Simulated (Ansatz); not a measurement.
`CCC#CF`. Charge 0, multiplicity 1. The geometry is a stationary point of PBE0-D4/def2-TZVP.

```xyz
10

C    -1.228   -0.306    0.440
C     0.100    0.434    0.570
C     1.019    0.146   -0.524
C     1.753   -0.106   -1.433
F     2.544   -0.370   -2.400
H    -1.737   -0.031   -0.485
H    -1.071   -1.386    0.429
H    -1.883   -0.062    1.279
H    -0.078    1.513    0.609
H     0.582    0.169    1.516
```

**Question.** What is the dipole moment at PBE/def2-TZVPP? (Best estimate.)

**Answer.** Computed: 1.18 D, with components (-0.79, 0.19, 0.86) D in this frame, pointing from negative to positive charge.

**Question.** And with r2SCAN, B3LYP, ωB97M-V? (Estimate.)

**Answer.** The calculation gave: r2SCAN 1.26 D, B3LYP 1.34 D, ωB97M-V 1.33 D.

**Question.** Give the Mulliken charges with PBE, ωB97M-V, B3LYP in def2-TZVPP. (Estimate.)

**Answer.** The calculation gave: 
| atom | PBE | ωB97M-V | B3LYP |
| --- | --- | --- | --- |
| C1 | -0.23 | -0.29 | -0.23 |
| C2 | -0.13 | -0.17 | -0.13 |
| C3 | -0.27 | -0.24 | -0.28 |
| C4 | 0.30 | 0.31 | 0.36 |
| F5 | -0.11 | -0.15 | -0.15 |
| H6 | 0.09 | 0.11 | 0.09 |
| H7 | 0.09 | 0.11 | 0.09 |
| H8 | 0.08 | 0.10 | 0.08 |
| H9 | 0.09 | 0.11 | 0.09 |
| H10 | 0.09 | 0.11 | 0.09 |

B3LYP here is the variant with VWN-RPA as its local correlation; programs differ in this.
